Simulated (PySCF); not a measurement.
Input of an EPR job (settings, then geometry in Å):

```
{"job": {"kind": "epr", "basis": "pcH-1"}, "charge": 0, "multiplicity": 2}
C     -2.546420     0.374475     0.397723
C     -1.521745     0.280649    -0.703010
C     -0.443966    -0.428822    -0.654591
C      0.661041    -1.191009    -0.574122
C      1.885862    -0.784050    -0.083811
C      2.153999     0.578126     0.443667
H     -2.646362     1.409667     0.722445
H     -3.517076     0.040049     0.032856
H     -2.255627    -0.237509     1.247301
H     -1.753712     0.876392    -1.583286
H      0.574887    -2.209721    -0.939608
H      2.704498    -1.487263    -0.074347
H      1.256615     1.190806     0.400694
H      2.943049     1.066943    -0.132415
H      2.500544     0.529258     1.478592
```

The calculation used PySCF, UKS B3LYP, pcH-1 on C H, non-relativistic, mean-field spin-orbit, GIAO. Geometry: GFN2-xTB; no solvent, vibrations or thermal averaging. A GFN2-xTB geometry isn't a minimum of the functional, and hyperfine couplings can be far from their values at a DFT geometry.

Output of the driver script. Atoms in this output count from 0.

```
UKS, coarse grid
  cycle   1  E = -233.93223241  |g| = 3.08e-01
  cycle   2  E = -233.92867202  |g| = 3.30e-01
  cycle   3  E = -233.98658768  |g| = 2.29e-02
  cycle   4  E = -233.98697935  |g| = 1.35e-02
  cycle   5  E = -233.98710024  |g| = 7.08e-03
  cycle   6  E = -233.98714392  |g| = 3.42e-03
  cycle   7  E = -233.98715648  |g| = 2.20e-03
  cycle   8  E = -233.98716016  |g| = 5.96e-04
UKS, final grid
  cycle   1  E = -233.98711880  |g| = 8.20e-04
  cycle   2  E = -233.98711819  |g| = 1.47e-03
  cycle   3  E = -233.98711930  |g| = 1.66e-04
  cycle   4  E = -233.98711934  |g| = 1.21e-04
  cycle   5  E = -233.98711939  |g| = 3.41e-05
  cycle   6  E = -233.98711939  |g| = 7.21e-06
E = -233.98711939 Eh   <S^2> = 0.7746 (exact 0.7500)
g shifts (ppm)      1          2          3
  rmc          -145       -145       -145
  gc              4         32         34
  oz_so          -9        108        486
  total        -151         -6        375
hyperfine (MHz)  atom isotope    a_iso     a_fc   dipolar eigenvalues
    0   13C      61.69      61.69     -4.36     -3.83      8.19
    1   13C     -36.89     -36.89     -9.64      2.33      7.31
    2   13C      51.11      51.11    -51.94    -39.12     91.06
    3   13C     -50.26     -50.26    -27.01     10.34     16.67
    4   13C      62.73      62.73    -55.06    -53.23    108.29
    5   13C     -21.80     -21.80     -1.29      0.54      0.75
    6    1H      -4.65      -4.65     -2.31     -1.37      3.68
    7    1H      -4.81      -4.81     -2.33     -1.50      3.83
    8    1H      -3.43      -3.43     -4.05     -0.87      4.92
    9    1H      98.77      98.77     -3.15     -2.50      5.64
   10    1H      15.61      15.61     -5.23     -1.05      6.28
   11    1H     -43.88     -43.88    -26.33     -0.46     26.79
   12    1H       1.91       1.91     -3.70     -1.18      4.88
   13    1H      67.79      67.79     -3.67     -2.52      6.19
   14    1H      65.63      65.63     -3.65     -2.55      6.20
```

|g| in the SCF lines is the orbital gradient. In the g block, columns 1 to 3 are the principal axes in rising order; rmc is the relativistic mass correction, gc the gauge correction and oz_so the orbital-Zeeman/spin–orbit term. a_fc is the Fermi-contact part of a_iso, here all of it, since this run has no spin–orbit term in the hyperfine coupling.

What does the output say about convergence, stability and spin contamination?

The SCF converged after 14 cycles in all, 8 of them on the coarse grid; no stability test was run. The unrestricted determinant has ⟨S²⟩ = 0.7746 (exact 0.7500), 3.3 % above the value of a pure doublet state.

What are the principal g values and g_iso?

Adding the total shifts to 2.002319 gives 2.00217, 2.00231, 2.00269; their mean shift is 73 ppm, so g_iso = 2.00239.

Which couplings shape the isotropic spectrum at natural abundance (0.05 mT or more)? Keep the log's numbering.

atom 9 (1H, I = 1/2): 98.8 MHz = 3.52 mT in magnitude, a 1:1 doublet; atoms 12, 13, 14 (1H, I = 1/2): mean 45.1 MHz = 1.61 mT in magnitude, a 1:3:3:1 quartet; atom 11 (1H, I = 1/2): -43.9 MHz = 1.57 mT in magnitude, a 1:1 doublet; atom 10 (1H, I = 1/2): 15.6 MHz = 0.56 mT in magnitude, a 1:1 doublet; atoms 6, 7, 8 (1H, I = 1/2): mean -4.3 MHz = 0.15 mT in magnitude, a 1:3:3:1 quartet. Together 128 lines to first order. Nuclei that the bonding pattern makes equivalent are averaged, as if the motion that swaps them (rotation, inversion, ring flip) were fast. The three 1H nuclei of mean +45.1 MHz run from 1.9 to 67.8 MHz in the frozen geometry.

What are the principal values of the full tensor of atom 2 (13C)?

a_iso plus each dipolar eigenvalue: -0.83, 11.99, 142.17 MHz.

The species is `C(=C/C)/[C]=CC` [radical]. The run used 240 basis functions and 6 iterations of the response equations. C3, the radical centre as drawn in `CC=[C]/C=C\C`, holds a spin population of +0.60 out of 1.
Labels such as C1 count atoms from 1, the log's own numbers from 0.
